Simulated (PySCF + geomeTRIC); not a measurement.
Calculation: TPSSh-D3(BJ)/def2-TZVP (PySCF + geomeTRIC). fastk is a local helper that only speeds up exchange builds. No frequencies were computed at this level.

```python
import json, numpy as np
from pyscf import gto, dft
from fastk import lowrank_exchange
atoms = """
C      0.567873    -0.000003    -0.000002
N     -0.567873     0.000003     0.000002
"""
def scf(charge, spin, dm0=None):
    mol = gto.M(atom=atoms, basis='def2-tzvp', ecp={}, charge=charge, spin=spin, verbose=3, max_memory=3780)
    mf = dft.KS(mol, xc='tpssh').density_fit(auxbasis="def2-universal-jkfit")
    mf.disp = 'd3bj'
    mf.grids.level = 3
    mf.conv_tol = 1e-8
    mf.max_cycle = 60
    mf.kernel(dm0)
    if not mf.converged:
        mf = mf.newton().run(mf.mo_coeff, mf.mo_occ).undo_soscf()
    return mf
mf = scf(0, 1)
lowrank_exchange(mf)  # same exchange matrices as the stock routine, built faster for response steps
mo, _, stable, _ = mf.stability(return_status=True)
if not stable:
    mf.kernel(mf.make_rdm1(mo, mf.mo_occ))
del mf.get_jk
from pyscf.geomopt.geometric_solver import kernel as optimize
path = []
done, mol = optimize(mf, maxsteps=80, assert_convergence=False, callback=lambda env: path.append((env["energy"], bool(env["g_scanner"].converged))))
res = dict(converged=bool(done and path[-1][1]), energy=path[-1][0], path=[e for e, c in path], xyz=mol.atom_coords(unit="Angstrom").tolist(), nao=mol.nao)
json.dump(res, open("result.json", "w"))
```

Output:

```
converged SCF energy = -92.7516568924972  <S^2> = 0.76049247  2S+1 = 2.0104651
<class 'pyscf.df.df_jk.DFUKS'> wavefunction is stable in the internal stability analysis
Geometry optimization cycle 1
converged SCF energy = -92.7516568931231  <S^2> = 0.76049227  2S+1 = 2.0104649
cycle 1: E = -92.7516568931  dE = -92.7517  norm(grad) = 0.101799
Geometry optimization cycle 2
converged SCF energy = -92.7536441154709  <S^2> = 0.76091992  2S+1 = 2.0108903
cycle 2: E = -92.7536441155  dE = -0.00198722  norm(grad) = 0.0140205
Geometry optimization cycle 3
converged SCF energy = -92.7536870338215  <S^2> = 0.76099942  2S+1 = 2.0109693
cycle 3: E = -92.7536870338  dE = -4.29184e-05  norm(grad) = 0.00135804
Geometry optimization cycle 4
converged SCF energy = -92.7536874479844  <S^2> = 0.76100208  2S+1 = 2.010972
cycle 4: E = -92.753687448  dE = -4.14163e-07  norm(grad) = 2.1963e-05
<class 'geometric.internal.Distance'> : 1
<class 'geometric.internal.TranslationX'> : 1
<class 'geometric.internal.TranslationY'> : 1
<class 'geometric.internal.TranslationZ'> : 1
<class 'geometric.internal.RotationA'> : 1
<class 'geometric.internal.RotationB'> : 1
<class 'geometric.internal.RotationC'> : 1
Step    0 : Gradient = 7.198e-02/7.198e-02 (rms/max) Energy = -92.7516568931
Step    1 : Displace = 1.313e-02/1.313e-02 (rms/max) Trust = 1.000e-01 (=) Grad = 9.914e-03/9.915e-03 (rms/max) E (change) = -92.7536441155 (-1.987e-03) Quality = 1.113
Step    2 : Displace = 2.097e-03/2.097e-03 (rms/max) Trust = 1.414e-01 (+) Grad = 9.603e-04/9.611e-04 (rms/max) E (change) = -92.7536870338 (-4.292e-05) Quality = 1.092
Step    3 : Displace = 2.249e-04/2.249e-04 (rms/max) Trust = 2.000e-01 (+) Grad = 1.553e-05/1.635e-05 (rms/max) E (change) = -92.7536874480 (-4.142e-07) Quality = 1.015
Converged! =D
```

Cost: about 30 core-seconds (a rough figure).
